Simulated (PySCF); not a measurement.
Gas-phase reaction: BCl2OH = BOCl + H + Cl

Computed with PySCF and rigid-rotor harmonic-oscillator thermochemistry at 1 bar. † marks an energy on the PBE0/def2-TZVP geometry and frequencies; other levels use their own. MP2 and CCSD(T) freeze the core. 6-31G* has spherical d functions here. Open shells (unrestricted): H (multiplicity 2), Cl (multiplicity 2); the rest are closed-shell singlets. Spin-orbit splitting is ignored; it lowers the true energy and changes the entropy of Cl. B3LYP is the form with VWN-RPA correlation. BCl2OH: computed as isolated molecules; such fragments, hydroxides, amides, oligomers or adducts are transient or little studied in the gas. MP2 isn't extrapolated to the basis-set limit. CCSD(T) isn't extrapolated to the basis-set limit.

```json
[
 {"level": "B3LYP/6-31G*", "ΔH°(298 K), kJ": "[?]"},
 {"level": "CCSD(T)/def2-SVP†", "ΔH°(298 K), kJ": "541"},
 {"level": "HF/6-31G*", "ΔH°(298 K), kJ": "437"},
 {"level": "HF/def2-TZVP†", "ΔH°(298 K), kJ": "[?]"},
 {"level": "M06-2X/def2-TZVP†", "ΔH°(298 K), kJ": "[?]"},
 {"level": "MP2/def2-SVP†", "ΔH°(298 K), kJ": "[?]"},
 {"level": "PBE0/def2-SVP†", "ΔH°(298 K), kJ": "593"},
 {"level": "PBE0/def2-TZVP", "ΔH°(298 K), kJ": "584"},
 {"level": "LDA/def2-TZVP†", "ΔH°(298 K), kJ": "675"},
 {"level": "ωB97M-V/def2-TZVP†", "ΔH°(298 K), kJ": "589"},
 {"level": "ωB97X-V/def2-TZVP†", "ΔH°(298 K), kJ": "588"}
]
```

Question: What belongs in the gaps?

Answer: 
- B3LYP/6-31G*, ΔH°(298 K), kJ: 549
- HF/def2-TZVP†, ΔH°(298 K), kJ: 455
- M06-2X/def2-TZVP†, ΔH°(298 K), kJ: 590
- MP2/def2-SVP†, ΔH°(298 K), kJ: 539
